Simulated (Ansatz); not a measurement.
```yaml
crystal:
  periodic: [false, false, false]
  atoms:
    - {symbol: Cl, position_ang: [-1.966103, -0.431161, -0.004120]}
    - {symbol: Ga, position_ang: [0.043833, 0.396993, 0.003340]}
    - {symbol: Si, position_ang: [2.373042, -0.441280, -0.003091]}
basis:
  gaussian: {orbitals: def2-TZVP}
magnetization: {spin_polarized: true, initial_magnetization: 2}
hamiltonian: {xc: pbe0}
relax: {f_tol: 0.004, max_steps: 80}
```

```sh
$ ansatz run in.yaml --threads 1 --pin off --events-out ev --progress --plain --max-ram 2176MiB
```

Steps of the relaxation (energy above the last step; positions in Å, forces in eV/Å):

```
3
step 1, 249.0 meV
Cl   -1.966   -0.431   -0.004    0.124    0.280    0.002
Ga    0.044    0.397    0.003    0.481   -0.696   -0.006
Si    2.373   -0.441   -0.003   -0.606    0.416    0.003
```

```
3
step 2, 131.0 meV
Cl   -1.993   -0.373   -0.004    0.197    0.256    0.002
Ga    0.078    0.275    0.002    0.014   -0.492   -0.004
Si    2.366   -0.377   -0.003   -0.210    0.236    0.002
```

```
3
step 3, 39.6 meV
Cl   -2.041   -0.273   -0.003    0.243    0.147    0.001
Ga    0.092    0.080    0.001   -0.221   -0.249   -0.002
Si    2.400   -0.282   -0.002   -0.023    0.102    0.001
```

```
3
step 5, 0.0 meV
Cl   -2.052   -0.150   -0.002    0.007    0.000    0.000
Ga    0.089   -0.158   -0.001   -0.010    0.000    0.000
Si    2.414   -0.167   -0.001    0.004    0.000    0.000
```

```
3
step 7, 0.0 meV
Cl   -2.052   -0.150   -0.002    0.000    0.000    0.000
Ga    0.088   -0.158   -0.001    0.000    0.000    0.000
Si    2.414   -0.167   -0.001    0.000    0.000    0.000
```

Close pairs at the end: Cl1–Ga2 2.141 Å, Ga2–Si3 2.326 Å.

A stationary point of unrestricted PBE0 after 7 steps, with ⟨S²⟩ = 2.009 against 2.00 for a pure state; no frequencies were run, so it isn't proven a minimum. 65 s on 1 thread of Arm Neoverse V2, shared host.
